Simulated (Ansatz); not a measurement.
# CH₂Al+ (triplet): from Hartree-Fock to the top rungs, 6-31G

Aim: climb from Hartree-Fock through coupled cluster and multireference methods for CH₂Al+ (triplet) at one geometry and basis, and see what each rung misses.

Program: Ansatz 0.2.0, Gaussian basis. Level of theory: 6-31G, core rule «outside noble gas», up to 6 orbitals frozen. These are calculated values, not measurements.

The runs, in order: UHF; CCSD(T) on ROHF; CCSD(T) on UHF; BCCD(T) on ROHF; CISD; CCSDT(Q) on ROHF; CCSDT(Q) on UHF; CCSDTQ on ROHF; CCSDTQ on UHF; CASSCF and MRCISD+Q, 8 electrons in 10 orbitals; CASSCF and NEVPT4(SD), 8 electrons in 10 orbitals; CASSCF and NEVPT2, 8 electrons in 10 orbitals; Full CI.

3 further runs of the same task are left out: 3 set aside as unsound or not needed.

## 1. What is computed

The geometry is a PBE0/def2-TZVP stationary point (not a proven minimum) of the parent state, kept for this charge and spin.

4 atoms, charge 1, spin multiplicity 3.

Atoms are counted from 1 here; the program's logs count them from 0.

Bond lengths: Al1–C2 1.923 Å, Al1–H3 1.613 Å, C2–H4 1.088 Å. Angles: C2–Al1–H3 117.5°, Al1–C2–H4 152.8°.

## 2. UHF

File in.yaml:

```yaml
crystal:
  periodic: [false, false, false]
  atoms:
    - {symbol: Al, position_ang: [0.000000, -0.074388, 0.613390]}
    - {symbol: C, position_ang: [0.000000, 0.010117, -1.308029]}
    - {symbol: H, position_ang: [0.000000, 1.321704, 1.420502]}
    - {symbol: H, position_ang: [0.000000, 0.549036, -2.253748]}
basis:
  gaussian: {orbitals: 6-31G}
total_charge: 1
magnetization: {spin_polarized: true, initial_magnetization: 2}
hamiltonian: {xc: hf}
output: {orbitals: {seedname: orbitals}}
```

Run with:

```sh
> ansatz run in.yaml --threads 1 --pin off --events-out ev --progress --plain --max-ram 4096MiB --backend cpu
```

The runs that follow: CCSD(T) on ROHF; CCSD(T) on UHF; BCCD(T) on ROHF; CISD; CCSDT(Q) on ROHF; CCSDT(Q) on UHF; CCSDTQ on ROHF; CCSDTQ on UHF; CASSCF and MRCISD+Q, 8 electrons in 10 orbitals; CASSCF and NEVPT4(SD), 8 electrons in 10 orbitals; CASSCF and NEVPT2, 8 electrons in 10 orbitals; Full CI.

**Question.** What will the summary of the whole plan be? Wanted: FCI below the RHF energy; RMP2 from FCI; UMP2 from FCI; RCCSD from FCI; RCCSD(T) from FCI; UCCSD(T) from FCI; RCCSDT(Q) from FCI; UCCSDT(Q) from FCI; NEVPT2 valence from FCI.

As calculated:

| quantity | value |
| --- | --- |
| FCI below the RHF energy | -3.1489 eV |
| RMP2 from FCI | +880.3 meV |
| UMP2 from FCI | +826.5 meV |
| RCCSD from FCI | +99.0 meV |
| RCCSD(T) from FCI | +29.4 meV |
| UCCSD(T) from FCI | +31.6 meV |
| RCCSDT(Q) from FCI | -0.1 meV |
| UCCSDT(Q) from FCI | -2.2 meV |
| NEVPT2 valence from FCI | +176.8 meV |
| NEVPT4(SD) valence from FCI | +39.7 meV |
| MRCISD+Q valence from FCI | +21.3 meV |
| levels within 1 kcal/mol (43 meV) | RCCSD(T), UCCSD(T), BCCD(T), RCCSDT, UCCSDT, RCCSDT(Q), UCCSDT(Q), RCCSDTQ, UCCSDTQ, NEVPT4(SD) valence, MRCISD valence, MRCISD+Q valence |
| T1 diagnostic | 0.047 |
| effectively unpaired electrons | 2.07 |

What this shows: RCCSD(T) lands +29.4 meV from the yardstick (0.9 % of the correlation energy). UCCSDT(Q) falls below full CI: unrestricted runs freeze a spin-polarised core, another one than full CI's, and coupled cluster isn't variational. The occupations are near whole numbers, but T1 = 0.047 shows that the orbitals relax strongly. Of the multireference levels listed MRCISD+Q valence comes nearest in total energy (+21.3 meV), which doesn't show that its space is the better one. These misses are within one basis, not against nature; the frozen cores of restricted and unrestricted runs differ, which can shift their rows.
